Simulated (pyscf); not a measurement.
7 gas-phase steps of one pattern: four-centre exchange on the singlet surface, Cl–H + Ge–H or Cl–H + H–Si or F–H + Ge–H or H–I + H–Si broken and Cl–Ge + H–H or Cl–Si + H–H or F–Ge + H–H or H–H + I–Si formed. Optimised with ωB97X-D3(BJ)/def2-SVP in PySCF. Electronic energies in eV, from the separated reactants; ΔE‡ and ΔE at ωB97M-D3(BJ)/def2-TZVP. Rows were drawn at random from the steps of this pattern with a verified saddle, stable references and no exit in the data more than 5 kcal/mol lower.

```json
[
 {"row": "1", "step": "Cl–SiH₂–Cl (SMILES Cl[SiH2]Cl) + HCl (SMILES Cl) -> Cl–SiH(Cl)–Cl (SMILES Cl[SiH](Cl)Cl) + H₂ (SMILES [H][H])", "ΔE": "-0.80", "ΔE‡": "1.81"},
 {"row": "2", "step": "H₃Si–SiH(SiH₃)–SiH₃ (SMILES [SiH3][SiH]([SiH3])[SiH3]) + HCl (SMILES Cl) -> H₃Si–SiH(SiH₃)–SiH₂–Cl (SMILES [SiH3][SiH]([SiH3])[SiH2]Cl) + H₂ (SMILES [H][H])", "ΔE": "-0.74", "ΔE‡": "1.33"},
 {"row": "3", "step": "H₃Si–SiH₃ (SMILES [SiH3][SiH3]) + HCl (SMILES Cl) -> H₃Si–SiH₂–Cl (SMILES [SiH3][SiH2]Cl) + H₂ (SMILES [H][H])", "ΔE": "-0.72", "ΔE‡": "1.49"},
 {"row": "4", "step": "H₃Ge–O–GeH₃ (SMILES [GeH3][O][GeH3]) + HF (SMILES F) → F–GeH₂–O–GeH₃ (SMILES [F][GeH2][O][GeH3]) + H₂ (SMILES [H][H])", "ΔE": "-0.65", "ΔE‡": "?"},
 {"row": "5", "step": "HI (SMILES I) + SiH₄ (SMILES [SiH4]) → H₃Si–I (SMILES [SiH3]I) + H₂ (SMILES [H][H])", "ΔE": "-0.59", "ΔE‡": "1.66"},
 {"row": "6", "step": "H₃Ge–GeH₃ (SMILES [GeH3][GeH3]) + HCl (SMILES Cl) → Cl–GeH₂–GeH₃ (SMILES [Cl][GeH2][GeH3]) + H₂ (SMILES [H][H])", "ΔE": "-0.51", "ΔE‡": "1.63"},
 {"row": "7", "step": "GeH₄ (SMILES [GeH4]) + HF (SMILES F) → F–GeH₃ (SMILES [F][GeH3]) + H₂ (SMILES [H][H])", "ΔE": "-0.38", "ΔE‡": "1.67"}
]
```

**Question.** Fit ΔE‡ = a + b·ΔE to the other rows and predict row 4.

**Answer.** Over the 6 complete rows the means are -0.62 (ΔE) and 1.60 (ΔE‡); least squares gives b = 0.22 and a = 1.74 eV, with residuals of 0.15 eV (root mean square; largest 0.25, row 2). For row 4: 1.74 + 0.22 × (-0.65) = 1.60 eV. The computed barrier is 1.36 eV, 0.24 under the line. The scatter is large against the spread of the barriers, so the line says little here. Each barrier is that of the saddle found. Elements up to Kr have no core potential and no relativistic terms here. Elements past Kr carry the def2 core potentials, without spin-orbit coupling.
